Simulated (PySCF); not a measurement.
Can point charges reproduce the dipole moment of i-PrOEt, `CCOC(C)C`?

Coordinates (PBE0-D3(BJ)/def2-SVP, Å) and charges (e) from the PBE0/pcSseg-1 density (PySCF):

| atom | x | y | z | Mulliken | IAO | Hirshfeld | ESP-fitted |
| --- | --- | --- | --- | --- | --- | --- | --- |
| C1 | 2.561 | -0.398 | 0.758 | -0.2830 | -0.4116 | -0.1205 | -0.4083 |
| C2 | 1.057 | -0.498 | 0.860 | +0.0127 | -0.0330 | +0.0045 | +0.4183 |
| O3 | 0.488 | 0.261 | -0.168 | -0.5077 | -0.4024 | -0.1320 | -0.4835 |
| C4 | -0.918 | 0.360 | -0.150 | -0.0555 | +0.1094 | +0.0492 | +0.5795 |
| C5 | -1.281 | 1.563 | -0.996 | -0.2268 | -0.4124 | -0.1228 | -0.5770 |
| C6 | -1.583 | -0.916 | -0.648 | -0.2525 | -0.4274 | -0.1257 | -0.6214 |
| H7 | 2.882 | 0.651 | 0.845 | +0.1193 | +0.1436 | +0.0403 | +0.1085 |
| H8 | 2.906 | -0.780 | -0.214 | +0.1206 | +0.1443 | +0.0411 | +0.1108 |
| H9 | 3.046 | -0.981 | 1.555 | +0.1108 | +0.1392 | +0.0439 | +0.0925 |
| H10 | 0.711 | -0.126 | 1.847 | +0.0890 | +0.1062 | +0.0276 | -0.0477 |
| H11 | 0.746 | -1.560 | 0.798 | +0.0933 | +0.1064 | +0.0286 | -0.0294 |
| H12 | -1.249 | 0.546 | 0.895 | +0.0903 | +0.1034 | +0.0268 | -0.0355 |
| H13 | -0.934 | 1.414 | -2.030 | +0.1152 | +0.1406 | +0.0396 | +0.1530 |
| H14 | -0.798 | 2.468 | -0.602 | +0.1214 | +0.1451 | +0.0402 | +0.1403 |
| H15 | -2.370 | 1.722 | -1.014 | +0.1091 | +0.1359 | +0.0418 | +0.1451 |
| H16 | -1.320 | -1.784 | -0.026 | +0.1182 | +0.1348 | +0.0369 | +0.1348 |
| H17 | -2.679 | -0.817 | -0.634 | +0.1111 | +0.1385 | +0.0421 | +0.1502 |
| H18 | -1.265 | -1.126 | -1.682 | +0.1145 | +0.1392 | +0.0384 | +0.1698 |

Problem. What dipole does each set of charges give (1 e·Å = 4.803 D), and what does the density give?

Solution. The full density gives (-0.65, -0.53, 0.80) D, 1.16 D in size; dipole vectors point from the negative to the positive end.

| scheme | μx | μy | μz | size (D) | share of the full size (%) | angle to the full dipole (°) |
| --- | --- | --- | --- | --- | --- | --- |
| Mulliken | -1.09 | -0.88 | 0.78 | 1.60 | 138 | 14 |
| IAO | -0.92 | -0.66 | 1.17 | 1.63 | 140 | 3 |
| Hirshfeld | -0.28 | -0.22 | 0.40 | 0.54 | 46 | 4 |
| ESP-fitted | -0.66 | -0.54 | 0.79 | 1.16 | 100 | 1 |

Problem. Which set comes closest?

Solution. Length of the difference vector: ESP-fitted 0.02 D, IAO 0.48 D, Mulliken 0.56 D, Hirshfeld 0.62 D. Closest: ESP-fitted. ESP charges are fitted to the potential around the molecule, whose slowest-falling term is the dipole's. The schemes that divide the density aren't constrained to reproduce the dipole.

Problem. What is left for the Hirshfeld atoms' own dipoles?

Solution. The shares of the density sum to the whole, so what Σ q r misses lies in dipoles about the nuclei. The atomic dipoles sum to (-0.65, -0.53, 0.80) − (-0.28, -0.22, 0.40) = (-0.37, -0.31, 0.40) D, 0.62 D in size.

Problem. With the origin at the mean of the coordinates, (0.000, 0.000, -0.034) Å, which are the largest single terms, by size, of the Hirshfeld dipole along the direction of the full one?

Solution. C6 -0.53, C1 +0.41, C5 +0.39, O3 +0.31, H17 +0.30 D; all 18 atoms together +0.54 D. The single terms depend on the origin, their sum doesn't.

Problem. Give the size of the full dipole in other units.

Solution. 1.16 D = 0.456 au = 0.241 e·Å = 3.87 × 10⁻³⁰ C·m.

Geometry: PBE0-D3(BJ)/def2-SVP, one conformer, isolated molecule.

The values belong to the conformer `[CH3:1][CH2:2][O:3][CH:4]([CH3:5])[CH3:6]`: C1–C2–O3–C4 -175°, C2–O3–C4–C5 161°.
